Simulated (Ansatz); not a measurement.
A calculation with Ansatz (development build ahead of 0.2.0).

```yaml
crystal:
  periodic: [false, false, false]
  atoms:
    - { symbol: B, position_ang: [-0.03269, -0.01053, 0.03634] }
    - { symbol: H, position_ang: [1.21724, 0.01946, -0.0448] }
    - { symbol: H, position_ang: [-0.57112, 1.02701, -0.03387] }
    - { symbol: H, position_ang: [-0.60638, -1.00332, -0.02761] }
basis:
  gaussian: { orbitals: cc-pVDZ }
hamiltonian:
  xc: hf
correlation:
  method: mp2
  frozen_orbitals: { B: 1, H: 0 }
```

The input is written out in the form of the current development build from the run's settings.

The run gave:

```
Converged                       : yes
Reference energy                : -26.38649 hartree
Correlation energy              : -0.09208 hartree
Total energy                    : -26.47857 hartree
Spin squared of the determinant : 0.000
```
